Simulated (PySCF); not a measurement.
## A small calculation by hand: entropy of an ideal gas

OSi, SMILES O=[Si] (connectivity only; charge and spin as stated), neutral, multiplicity 1.

Coordinates come from a B3LYP-D3(BJ)/def2-TZVPD optimisation.

B3LYP-D3(BJ)/def2-TZVPD run with PySCF gives the harmonic wavenumbers 1253 cm⁻¹ and the rotational temperature 1.0391 K. The molar mass is 44.08 g/mol, the symmetry number 1, the spin multiplicity 1.

Task: Work out the entropy at 298.15 K and 1 atm in the rigid-rotor, harmonic-oscillator model.

Result: 
Translation (Sackur–Tetrode at 1 atm): S = R[1.5 ln M + 2.5 ln T − 1.16487] = 156.0 J/(mol K).
Rotation: q = T/(σ θ) = 287, S = R[ln q + 1] = 55.4 J/(mol K).
Vibration: with u = 1.4388 ν/T, each mode gives R[u/(e^u − 1) − ln(1 − e^−u)]:
```tsv
ν (cm⁻¹)	modes	u	S (J/(mol K))
1253	1	6.05	0.14
```
These are all the modes. Sum 0.1 J/(mol K).
Spin: R ln 1 = 0.0 J/(mol K).
Total 211.5 J/(mol K); the program's own thermochemistry gives 211.5. Translation makes up 74 % and vibration 0 %. Anharmonicity, hindered rotation and orbital degeneracy are left out.
